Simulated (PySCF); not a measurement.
Bond stretch in CH3Cl, SMILES ClC. The C1–H5 bond (C1 also carries Cl, H, H; H5 carries nothing else) is pulled apart rigidly from the PBE0/def2-TZVP optimised geometry.

- UHF/6-31G (PySCF)
- RKS-BHandHLYP = restricted BHandHLYP/6-31G (PySCF)
- UKS-BHandHLYP = unrestricted BHandHLYP/6-31G (PySCF 2.14.0)

Magnitude of the dipole moment (D; its direction can reverse along the curve, and a method can change to another solution) and Mulliken charge of the fragment that holds C1:

```json
[
 {"R / Å": "0.82", "μ UHF": "2.55", "q UHF": "-0.20", "μ RKS-BHandHLYP": "2.38", "q RKS-BHandHLYP": "-0.20", "μ UKS-BHandHLYP": "2.38", "q UKS-BHandHLYP": "-0.20"},
 {"R / Å": "0.88", "μ UHF": "2.55", "q UHF": "-0.21", "μ RKS-BHandHLYP": "2.38", "q RKS-BHandHLYP": "-0.21", "μ UKS-BHandHLYP": "2.38", "q UKS-BHandHLYP": "-0.21"},
 {"R / Å": "0.93", "μ UHF": "2.55", "q UHF": "-0.22", "μ RKS-BHandHLYP": "2.37", "q RKS-BHandHLYP": "-0.21", "μ UKS-BHandHLYP": "2.37", "q UKS-BHandHLYP": "-0.21"},
 {"R / Å": "0.97", "μ UHF": "2.54", "q UHF": "-0.22", "μ RKS-BHandHLYP": "2.37", "q RKS-BHandHLYP": "-0.21", "μ UKS-BHandHLYP": "2.37", "q UKS-BHandHLYP": "-0.21"},
 {"R / Å": "1.01", "μ UHF": "2.53", "q UHF": "-0.22", "μ RKS-BHandHLYP": "2.36", "q RKS-BHandHLYP": "-0.21", "μ UKS-BHandHLYP": "2.36", "q UKS-BHandHLYP": "-0.21"},
 {"R / Å": "1.07", "μ UHF": "2.51", "q UHF": "-0.22", "μ RKS-BHandHLYP": "2.34", "q RKS-BHandHLYP": "-0.21", "μ UKS-BHandHLYP": "2.34", "q UKS-BHandHLYP": "-0.21"},
 {"R / Å": "1.09", "μ UHF": "2.50", "q UHF": "-0.21", "μ RKS-BHandHLYP": "2.33", "q RKS-BHandHLYP": "-0.21", "μ UKS-BHandHLYP": "2.33", "q UKS-BHandHLYP": "-0.21"},
 {"R / Å": "1.11", "μ UHF": "2.49", "q UHF": "-0.21", "μ RKS-BHandHLYP": "2.33", "q RKS-BHandHLYP": "-0.21", "μ UKS-BHandHLYP": "2.33", "q UKS-BHandHLYP": "-0.21"},
 {"R / Å": "1.14", "μ UHF": "2.48", "q UHF": "-0.21", "μ RKS-BHandHLYP": "2.31", "q RKS-BHandHLYP": "-0.20", "μ UKS-BHandHLYP": "2.31", "q UKS-BHandHLYP": "-0.20"},
 {"R / Å": "1.21", "μ UHF": "2.44", "q UHF": "-0.20", "μ RKS-BHandHLYP": "2.28", "q RKS-BHandHLYP": "-0.19", "μ UKS-BHandHLYP": "2.28", "q UKS-BHandHLYP": "-0.19"},
 {"R / Å": "1.26", "μ UHF": "2.42", "q UHF": "-0.19", "μ RKS-BHandHLYP": "2.25", "q RKS-BHandHLYP": "-0.18", "μ UKS-BHandHLYP": "2.25", "q UKS-BHandHLYP": "-0.18"},
 {"R / Å": "1.34", "μ UHF": "2.37", "q UHF": "-0.17", "μ RKS-BHandHLYP": "2.21", "q RKS-BHandHLYP": "-0.16", "μ UKS-BHandHLYP": "2.21", "q UKS-BHandHLYP": "-0.16"},
 {"R / Å": "1.46", "μ UHF": "2.29", "q UHF": "-0.14", "μ RKS-BHandHLYP": "2.13", "q RKS-BHandHLYP": "-0.13", "μ UKS-BHandHLYP": "2.13", "q UKS-BHandHLYP": "-0.13"},
 {"R / Å": "1.62", "μ UHF": "2.18", "q UHF": "-0.09", "μ RKS-BHandHLYP": "2.02", "q RKS-BHandHLYP": "-0.09", "μ UKS-BHandHLYP": "2.02", "q UKS-BHandHLYP": "-0.09"},
 {"R / Å": "1.80", "μ UHF": "2.14", "q UHF": "-0.04", "μ RKS-BHandHLYP": "1.91", "q RKS-BHandHLYP": "-0.05", "μ UKS-BHandHLYP": "1.91", "q UKS-BHandHLYP": "-0.05"},
 {"R / Å": "1.95", "μ UHF": "2.14", "q UHF": "-0.02", "μ RKS-BHandHLYP": "1.86", "q RKS-BHandHLYP": "-0.02", "μ UKS-BHandHLYP": "1.88", "q UKS-BHandHLYP": "-0.02"},
 {"R / Å": "2.19", "μ UHF": "2.15", "q UHF": "0.00", "μ RKS-BHandHLYP": "1.84", "q RKS-BHandHLYP": "0.02", "μ UKS-BHandHLYP": "1.88", "q UKS-BHandHLYP": "0.00"},
 {"R / Å": "2.40", "μ UHF": "2.15", "q UHF": "0.00", "μ RKS-BHandHLYP": "1.89", "q RKS-BHandHLYP": "0.04", "μ UKS-BHandHLYP": "1.88", "q UKS-BHandHLYP": "0.00"},
 {"R / Å": "2.66", "μ UHF": "2.16", "q UHF": "0.00", "μ RKS-BHandHLYP": "2.02", "q RKS-BHandHLYP": "0.06", "μ UKS-BHandHLYP": "1.88", "q UKS-BHandHLYP": "0.00"},
 {"R / Å": "2.94", "μ UHF": "2.16", "q UHF": "0.00", "μ RKS-BHandHLYP": "2.17", "q RKS-BHandHLYP": "0.07", "μ UKS-BHandHLYP": "1.88", "q UKS-BHandHLYP": "0.00"},
 {"R / Å": "3.29", "μ UHF": "2.16", "q UHF": "0.00", "μ RKS-BHandHLYP": "2.36", "q RKS-BHandHLYP": "0.08", "μ UKS-BHandHLYP": "1.88", "q UKS-BHandHLYP": "0.00"},
 {"R / Å": "3.76", "μ UHF": "2.16", "q UHF": "0.00", "μ RKS-BHandHLYP": "2.56", "q RKS-BHandHLYP": "0.08", "μ UKS-BHandHLYP": "1.88", "q UKS-BHandHLYP": "0.00"}
]
```

The unrestricted determinant behind UHF is spin-contaminated at 1.80 to 3.76 Å (<S²> up to 1.0, against 0.00 for a pure singlet). The restricted form behind RKS-BHandHLYP keeps the bonding electrons paired and can't separate into open-shell fragments. The unrestricted determinant behind UKS-BHandHLYP is spin-contaminated at 1.95 to 3.76 Å (<S²> up to 1.0, against 0.00 for a pure singlet).
